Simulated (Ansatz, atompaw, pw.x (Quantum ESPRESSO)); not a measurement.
# Te (Z = 52): does the PAW (atompaw) potential hold in the solid?

Te (Z = 52), PAW, made with atompaw 4.2.0.5 (PBEsol, scalar-relativistic). Core [Kr] 4d10, reference 5s2 5p4. Waves: 5s (bound): rc 1.85 bohr; 5s channel at 1.5 Ry: rc 2.55 bohr; 5p (bound): rc 2.50 bohr; 5p channel at 2.1 Ry: rc 2.55 bohr; 5d channel at 0.4 Ry: rc 2.55 bohr; 5d channel at 2.25 Ry: rc 2.55 bohr. Local part: ultrasoft scheme with l = 3 at 0 Ry, radius 2.10 bohr. Core correction: smooth core density matched at 1.40 bohr. Augmentation charge: sinc compensation charge, radius 2.15 bohr; PAW radius 2.55 bohr; waves and projectors: custom polynom2 7 10 vanderbiltortho.

Crystal test: diamond Te in pw.x 7.5, no spin, 8³ k-points, Fermi–Dirac smearing 0.01 Ry, cutoffs 45/450 Ry. The reference is all-electron LAPW (Ansatz 0.2.0) with the same functional, mesh and smearing; V0 and B0 come from Birch–Murnaghan fits to the pressures at five volumes. Errors are pseudo minus all-electron; Δ is the rms difference of the E(V) curves that follow from these fits, minima aligned, over ±6 % about the mean V0. Mesh and smearing are coarse, so the numbers serve the comparison and aren't converged zero-temperature values; the lattice is a test structure that the element need not adopt.

All-electron: a0 = 7.062 Å (V0 = 44.02 Å³/atom), B0 = 30.0 GPa.

**Question.** How far does the potential miss the all-electron equation of state?

**Answer.** mean pressure error (GPa): -0.43; a0 (Å): 7.028; a0 error (%): -0.47; B0 error (%): +2.4; Δ (meV/atom): 4.1. The logarithmic derivative shows an extra or strongly shifted pseudo pole above the reference energy (s near 0.76 Ry).

| V (Å³/atom) | P all-electron (GPa) | P pseudo (GPa) |
| --- | --- | --- |
| 41.726 | 1.80 | 1.31 |
| 42.824 | 0.88 | 0.42 |
| 43.922 | 0.07 | -0.36 |
| 45.020 | -0.64 | -1.05 |
| 46.118 | -1.26 | -1.64 |

**Question.** At the middle volume, how do free energy and pressure move when the wave cutoff is lowered (ecutrho held at 450 Ry)?

**Answer.**

| cutoff (Ry) | shift of F (meV/atom) | shift of P (GPa) |
| --- | --- | --- |
| 20 | +57.5 | -0.51 |
| 27 | +12.0 | -0.08 |
| 36 | +6.0 | -0.10 |

Input at the middle volume:

```
&control
  calculation='scf', prefix='x', pseudo_dir='./', outdir='./tmp', tstress=.true., disk_io='none'
/
&system
  ibrav=0, nat=2, ntyp=1, ecutwfc=45, ecutrho=450, nbnd=14,
  occupations='smearing', smearing='fd', degauss=0.01
/
&electrons
  conv_thr=1e-09, mixing_beta=0.4, electron_maxstep=70
/
ATOMIC_SPECIES
Te 1.0 Te.UPF
CELL_PARAMETERS angstrom
  0.00000000 3.52826099 3.52826099
  3.52826099 0.00000000 3.52826099
  3.52826099 3.52826099 0.00000000
ATOMIC_POSITIONS crystal
Te 0.0000 0.0000 0.0000
Te 0.2500 0.2500 0.2500
K_POINTS automatic
8 8 8 0 0 0
```

```bash
pw.x < Te.scf.in > Te.scf.out
```

Lines of the output:

```
Message from routine setup:
     using ibrav=0 with symmetry is DISCOURAGED, use correct ibrav instead
     lattice parameter (alat)  =       9.4292  a.u.
     unit-cell volume          =     592.8007 (a.u.)^3
     number of electrons       =        12.00
     number of Kohn-Sham states=           14
     kinetic-energy cutoff     =      45.0000  Ry
     charge density cutoff     =     450.0000  Ry
     scf convergence threshold =      1.0E-09
     Exchange-correlation= SLA PW PSX PSC
     number of k points=    29  Fermi-Dirac smearing, width (Ry)=  0.0100
     iteration #  1     ecut=    45.00 Ry     beta= 0.40
     c_bands:  1 eigenvalues not converged
     c_bands:  1 eigenvalues not converged
     c_bands:  2 eigenvalues not converged
     c_bands:  1 eigenvalues not converged
     total energy              =    -713.49111473 Ry
     estimated scf accuracy    <       0.00277382 Ry
     iteration #  2     ecut=    45.00 Ry     beta= 0.40
     total energy              =    -713.49166273 Ry
     estimated scf accuracy    <       0.00103455 Ry
     iteration #  3     ecut=    45.00 Ry     beta= 0.40
     total energy              =    -713.49175319 Ry
     estimated scf accuracy    <       0.00002228 Ry
     iteration #  4     ecut=    45.00 Ry     beta= 0.40
     c_bands:  1 eigenvalues not converged
     total energy              =    -713.49182154 Ry
     estimated scf accuracy    <       0.00000198 Ry
     iteration #  5     ecut=    45.00 Ry     beta= 0.40
     total energy              =    -713.49182675 Ry
     estimated scf accuracy    <       0.00000204 Ry
     iteration #  6     ecut=    45.00 Ry     beta= 0.40
     total energy              =    -713.49179642 Ry
     estimated scf accuracy    <       0.00000335 Ry
     iteration #  7     ecut=    45.00 Ry     beta= 0.40
     total energy              =    -713.49182274 Ry
     estimated scf accuracy    <       0.00003682 Ry
     iteration #  8     ecut=    45.00 Ry     beta= 0.40
     total energy              =    -713.49182661 Ry
     estimated scf accuracy    <       0.00000060 Ry
     iteration #  9     ecut=    45.00 Ry     beta= 0.40
     total energy              =    -713.49182631 Ry
     estimated scf accuracy    <       0.00000001 Ry
     iteration # 10     ecut=    45.00 Ry     beta= 0.40
     total energy              =    -713.49182651 Ry
     estimated scf accuracy    <       0.00000052 Ry
     iteration # 11     ecut=    45.00 Ry     beta= 0.40
     total energy              =    -713.49182673 Ry
     estimated scf accuracy    <       0.00000015 Ry
     iteration # 12     ecut=    45.00 Ry     beta= 0.40
     total energy              =    -713.49182674 Ry
     estimated scf accuracy    <       0.00000011 Ry
     iteration # 13     ecut=    45.00 Ry     beta= 0.40
     total energy              =    -713.49182679 Ry
     estimated scf accuracy    <       0.00000002 Ry
     iteration # 14     ecut=    45.00 Ry     beta= 0.40
     the Fermi energy is     3.6328 ev
!    total energy              =    -713.49182679 Ry
     estimated scf accuracy    <          3.5E-10 Ry
     smearing contrib. (-TS)   =      -0.00838291 Ry
     convergence has been achieved in  14 iterations
          total   stress  (Ry/bohr**3)                   (kbar)     P=       -3.60
     Message from routine punch:
     Nothing written, as per user request (disk_io='none')
```

The 8 pw.x runs together took about 4.2 min on one core of a shared server CPU.
